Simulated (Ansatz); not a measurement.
# SiNH₅ (singlet): wave-function methods side by side at twist about Si1–N2 = 13.3°, cc-pVDZ

Aim: climb from Hartree-Fock through coupled cluster and multireference methods for SiNH₅ (singlet) at one geometry and basis, and see what each rung misses.

Method: cc-pVDZ, correlated electrons: outside noble gas; program: Ansatz 0.2.0, Gaussian basis.

Plan: UHF; CCSD(T) on RHF; BCCD(T) on RHF; CISD; CCSDT(Q) on RHF; CASSCF and NEVPT2, 2 electrons in 2 orbitals; CASSCF and NEVPT2, 8 electrons in 8 orbitals.

## (1) The geometry

The geometry derives from a PBE0/def2-TZVP stationary point (not a proven minimum). One half is turned about the bond named; the halves are rigid.

7 atoms, charge 0, spin multiplicity 1.

Atoms are counted from 1 here; the program's logs count them from 0.

Bond lengths: Si1–N2 1.720 Å, Si1–H3 1.486 Å, Si1–H4 1.486 Å, Si1–H5 1.494 Å, N2–H6 1.007 Å, N2–H7 1.007 Å. Angles: N2–Si1–H3 107.9°, N2–Si1–H4 107.9°, N2–Si1–H5 116.0°, H3–Si1–H4 110.5°, H3–Si1–H5 107.3°, H4–Si1–H5 107.3°, Si1–N2–H6 119.6°, Si1–N2–H7 119.6°, H6–N2–H7 110.6°.

In the tables R marks a restricted determinant and U an unrestricted one; 'frontier' is the active space of 8 electrons in 8 orbitals; 'pair' is the active space of 2 electrons in 2 orbitals; correlation energies count from the lowest restricted Hartree-Fock solution.

## (2) UHF

Contents of in.yaml:

```yaml
crystal:
  periodic: [false, false, false]
  atoms:
    - {symbol: Si, position_ang: [-0.011673, -0.002794, 0.572596]}
    - {symbol: N, position_ang: [0.053523, -0.002794, -1.146538]}
    - {symbol: H, position_ang: [0.683947, -1.223479, 1.055816]}
    - {symbol: H, position_ang: [0.683945, 1.217891, 1.055816]}
    - {symbol: H, position_ang: [-1.378855, -0.002795, 1.175237]}
    - {symbol: H, position_ang: [-0.394203, -0.743564, -1.661774]}
    - {symbol: H, position_ang: [-0.013368, 0.868642, -1.647331]}
basis:
  gaussian: {orbitals: cc-pVDZ}
magnetization: {spin_polarized: true, initial_magnetization: 0}
hamiltonian: {xc: hf}
output: {orbitals: {seedname: orbitals}}
```

Launch:

```
> ansatz run in.yaml --threads 1 --pin off --events-out ev --progress --plain --max-ram 2393MiB
```

The runs that follow: CCSD(T) on RHF; BCCD(T) on RHF; CISD; CCSDT(Q) on RHF; CASSCF and NEVPT2, 2 electrons in 2 orbitals; CASSCF and NEVPT2, 8 electrons in 8 orbitals.

**Question.** What will the summary of the whole plan be? Wanted: correlation energy, RCCSDT(Q); RMP2 from RCCSDT(Q); RCCSD from RCCSDT(Q); RCCSD(T) from RCCSDT(Q); NEVPT2 pair from RCCSDT(Q); NEVPT2 frontier from RCCSDT(Q); T1 diagnostic.

**Answer**, as computed:

| quantity | value |
| --- | --- |
| correlation energy, RCCSDT(Q) | -8.8411 eV |
| RMP2 from RCCSDT(Q) | +26.93 kcal/mol |
| RCCSD from RCCSDT(Q) | +5.02 kcal/mol |
| RCCSD(T) from RCCSDT(Q) | +0.76 kcal/mol |
| NEVPT2 pair from RCCSDT(Q) | +27.56 kcal/mol |
| NEVPT2 frontier from RCCSDT(Q) | +31.84 kcal/mol |
| levels of the table within 1 kcal/mol (43 meV) | RCCSD(T), BCCD(T), RCCSDT |
| T1 diagnostic | 0.010 |

RCCSD(T) lands +0.76 kcal/mol from the yardstick (0.4 % of the correlation energy). Of the multireference levels listed NEVPT2 pair comes nearest in total energy (+27.56 kcal/mol), which doesn't show that its space is the better one. These misses are within one basis, not against nature; the frozen cores of restricted and unrestricted runs differ, which can shift their rows.
